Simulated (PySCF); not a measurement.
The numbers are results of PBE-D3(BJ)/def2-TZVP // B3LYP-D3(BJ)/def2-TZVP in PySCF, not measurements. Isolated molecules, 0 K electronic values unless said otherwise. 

Reference species (SMILES): `OC#C` (neutral, multiplicity 1).

```
Quantity         Result
-------------  --------
HOMO           -5.99 eV
dipole moment    1.77 D
LUMO           -0.56 eV
```

Changed species: `C=C=O`.

**Question.** Give the shifts of the HOMO, dipole moment and LUMO.

**Answer.** the HOMO goes up by 0.12 eV, to -5.87 eV; the dipole moment drops by 0.42 D, to 1.35 D; the LUMO decreases by 1.53 eV, to -2.09 eV.
